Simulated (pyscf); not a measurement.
silylamine (H₂N–SiH₃) → H₂N–SiH: [singlet] + hydrogen (H₂) (1,1-elimination; singlet surface; H–Si, H–Si broken, H–H formed). PySCF, gas phase, ωB97X-D3(BJ)/def2-SVP geometries. Energies in kcal/mol from the reactant's lowest minimum found.

| level | barrier | reaction energy |
|---|---|---|
| PBE/def2-TZVP | … | … |
| r²SCAN/def2-TZVP | 59.5 | +43.0 |
| B3LYP-D3(BJ)/def2-TZVP | 62.2 | +39.5 |
| PBE0-D3(BJ)/def2-TZVP | 60.5 | +42.8 |
| ωB97M-D3(BJ)/def2-TZVP | … | +39.6 |
| HF/def2-TZVP | 80.9 | +45.0 |

Question: Fill in the missing entries.

Answer: 
- PBE/def2-TZVP, barrier: 55.0
- PBE/def2-TZVP, reaction energy: +38.1
- ωB97M-D3(BJ)/def2-TZVP, barrier: 63.4

The functionals in the table span 8.4 kcal/mol in this barrier, from PBE to ωB97M-D3(BJ)/def2-TZVP. This is the saddle that the search found; another between the same sides may lie lower.
